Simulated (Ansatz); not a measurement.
# C₃H₆FNO: one species, many methods

Aim: compute C₃H₆FNO with functionals from several rungs and with coupled cluster. The yardstick is the atomisation energy at the CCSD(T) limit.

Program: Ansatz 0.2.0, Gaussian basis. Level of theory: functionals in def2-TZVPP, the program's frozen cores in correlated methods. These are calculated values, not measurements.

The runs, in order: PBE-D4, r2SCAN-D4, PBE0-D4, B3LYP-D4, ωB97X-V, ωB97M-V, B2PLYP; CCSD(T)/def2-TZVPP; MP2/def2-QZVPP; extrapolation to the limit.

## (1) The relaxed structure

The geometry comes from an earlier relaxation with PBE0-D4 in a triple-zeta def2 set; it is a stationary point, not always the lowest conformer.

SMILES `CN1COC1F`, 12 atoms, charge 0, spin multiplicity 1.

Atoms are counted from 1 here; the program's logs count them from 0.

Bond lengths: C1–N2 1.440 Å, C1–H7 1.098 Å, C1–H8 1.092 Å, C1–H9 1.091 Å, N2–C3 1.454 Å, N2–C5 1.434 Å, C3–O4 1.434 Å, C3–H10 1.093 Å, C3–H11 1.100 Å, O4–C5 1.391 Å, C5–F6 1.379 Å, C5–H12 1.094 Å. Angles: N2–C1–H7 113.5°, N2–C1–H8 109.0°, N2–C1–H9 109.4°, H7–C1–H8 108.9°, H7–C1–H9 108.4°, H8–C1–H9 107.6°, C1–N2–C3 121.1°, C1–N2–C5 121.2°, C3–N2–C5 86.5°, N2–C3–O4 90.0°, N2–C3–H10 115.3°, N2–C3–H11 115.2°, O4–C3–H10 111.9°, O4–C3–H11 112.2°, H10–C3–H11 110.8°, C3–O4–C5 89.0°, N2–C5–O4 92.6°, N2–C5–F6 113.9° and more.

## (2) PBE-D4 (GGA)

Contents of in.yaml:

```yaml
crystal:
  periodic: [false, false, false]
  atoms:
    - {symbol: C, position_ang: [-1.202369, -0.667037, 0.446697]}
    - {symbol: N, position_ang: [-0.304024, 0.047195, -0.423256]}
    - {symbol: C, position_ang: [1.018168, -0.474784, -0.729956]}
    - {symbol: O, position_ang: [1.582643, 0.825071, -0.510024]}
    - {symbol: C, position_ang: [0.362625, 1.238761, 0.013594]}
    - {symbol: F, position_ang: [0.424918, 1.372952, 1.384790]}
    - {symbol: H, position_ang: [-0.742956, -0.969265, 1.396837]}
    - {symbol: H, position_ang: [-1.563136, -1.558358, -0.070096]}
    - {symbol: H, position_ang: [-2.068290, -0.040420, 0.665960]}
    - {symbol: H, position_ang: [1.159659, -0.812203, -1.760171]}
    - {symbol: H, position_ang: [1.402950, -1.220065, -0.018903]}
    - {symbol: H, position_ang: [0.006811, 2.202752, -0.361373]}
basis:
  gaussian: {orbitals: def2-TZVPP}
hamiltonian: {xc: pbe, dispersion: d4}
output: {forces: true, orbitals: {seedname: orbitals}}
```

Started as:

```
> ansatz run in.yaml --threads 4 --pin off --events-out ev --progress --plain --max-ram 10444MiB
```

Further steps of the session: r2SCAN-D4 (meta-GGA); PBE0-D4 (hybrid); B3LYP-D4 (hybrid); ωB97X-V (range-separated); ωB97M-V (range-separated); B2PLYP (double hybrid); CCSD(T) in def2-TZVPP; MP2 in def2-QZVPP.

Before running them: what should the planned runs give, taken together? Wanted: atomisation energy, CCSD(T)/CBS; farthest; mean size of error, hybrid; mean size of error, range-separated; gap, smallest and largest; T1 diagnostic; triples share of the correlation energy.

**Answer**, as computed:

| quantity | value |
| --- | --- |
| atomisation energy, CCSD(T)/CBS | 4722.5 kJ/mol |
| functionals within 23.6 kJ/mol (0.5 %) | r2SCAN-D4, B3LYP-D4 |
| farthest | PBE-D4 (+181.2 kJ/mol) |
| mean size of error, hybrid | 26.5 kJ/mol |
| mean size of error, range-separated | 32.7 kJ/mol |
| gap, smallest and largest | 5.97 eV (PBE-D4), 12.75 eV (ωB97X-V) |
| T1 diagnostic | 0.0116 |
| triples share of the correlation energy | 3.8 % |

PBE-D4 misses by +181.2 kJ/mol. Double hybrids carry the basis error of their MP2 part in triple zeta, and no dispersion term here, so their miss is partly the set-up's. The reference freezes the cores and leaves out relativity and excitations past (T), so misses under about 23.6 kJ/mol can't be ranked. Hartree-Fock recovers 69 % of the binding; the rest is correlation. The gap grows from 6.0 to 12.8 eV across the functionals, mostly with the share of exact exchange.
